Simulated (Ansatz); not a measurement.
```yaml
crystal:
  periodic: [false, false, false]
  atoms:
    - {symbol: B, position_ang: [-1.630084, 0.175242, -0.295642]}
    - {symbol: As, position_ang: [0.263938, -0.045121, 0.069760]}
    - {symbol: H, position_ang: [-1.772063, 0.906127, -1.209018]}
    - {symbol: H, position_ang: [-2.455468, -0.386050, 0.303109]}
    - {symbol: H, position_ang: [1.000768, 1.314674, 0.101345]}
    - {symbol: H, position_ang: [1.091875, -0.360456, -1.209757]}
basis:
  gaussian: {orbitals: def2-TZVP}
magnetization: {spin_polarized: true, initial_magnetization: 2}
hamiltonian: {xc: pbe0}
relax: {f_tol: 0.004, max_steps: 80}
```

```sh
$ ansatz run in.yaml --threads 1 --pin off --events-out ev --progress --plain --max-ram 2176MiB
```

Steps of the relaxation (energy above the last step; positions in Å, forces in eV/Å):

```
6
step 1, 193.7 meV
B    -1.630    0.175   -0.296   -0.368   -0.408    0.533
As    0.264   -0.045    0.070    0.651    0.897   -1.190
H    -1.772    0.906   -1.209    0.234    0.421   -0.522
H    -2.455   -0.386    0.303   -0.394   -0.300    0.322
H     1.001    1.315    0.101   -0.041   -0.200    0.489
H     1.092   -0.360   -1.210   -0.081   -0.410    0.369
```

```
6
step 2, 91.7 meV
B    -1.679    0.174   -0.287    0.291    0.148   -0.118
As    0.278    0.077   -0.085    0.302    0.035   -0.025
H    -1.811    0.910   -1.222   -0.184    0.108   -0.156
H    -2.482   -0.422    0.340    0.039   -0.121    0.130
H     1.050    1.398    0.263   -0.202   -0.725   -0.410
H     1.143   -0.532   -1.249   -0.246    0.555    0.580
```

```
6
step 3, 20.0 meV
B    -1.680    0.183   -0.294    0.077    0.084   -0.070
As    0.265    0.051   -0.052    0.274    0.140   -0.179
H    -1.832    0.917   -1.233   -0.065    0.029   -0.049
H    -2.472   -0.424    0.341    0.029   -0.072    0.077
H     1.065    1.344    0.208   -0.147   -0.296   -0.051
H     1.153   -0.465   -1.210   -0.168    0.114    0.271
```

```
6
step 6, 7.2 meV
B    -1.701    0.242   -0.297    0.079    0.173   -0.119
As    0.246    0.115   -0.092    0.053   -0.106    0.156
H    -1.938    0.937   -1.246   -0.085   -0.019   -0.005
H    -2.399   -0.491    0.317   -0.040   -0.043    0.073
H     1.133    1.311    0.216   -0.086    0.028    0.006
H     1.157   -0.508   -1.138    0.079   -0.033   -0.110
```

```
6
step 8, 0.0 meV
B    -1.692    0.239   -0.318   -0.009    0.001    0.004
As    0.253    0.086   -0.096    0.012    0.002   -0.004
H    -1.963    0.934   -1.257    0.003   -0.006    0.003
H    -2.390   -0.458    0.346    0.003    0.005   -0.006
H     1.103    1.303    0.236   -0.006   -0.005    0.000
H     1.189   -0.500   -1.152   -0.004    0.002    0.002
```

```
6
step 10, 0.0 meV
B    -1.692    0.242   -0.314    0.000    0.000    0.004
As    0.253    0.086   -0.095    0.001    0.000    0.003
H    -1.961    0.932   -1.257   -0.002    0.003   -0.004
H    -2.390   -0.459    0.344   -0.002   -0.002    0.000
H     1.102    1.303    0.236    0.000   -0.003   -0.003
H     1.187   -0.501   -1.153    0.003    0.002    0.000
```

Close pairs at the end: B1–H4 1.188 Å, B1–H3 1.199 Å, As2–H5 1.520 Å, As2–H6 1.528 Å, B1–As2 1.964 Å.

A stationary point of unrestricted PBE0 after 10 steps, with ⟨S²⟩ = 2.005 against 2.00 for a pure state; no frequencies were run, so it isn't proven a minimum. 42 s on 1 thread of Arm Neoverse V2, shared host.
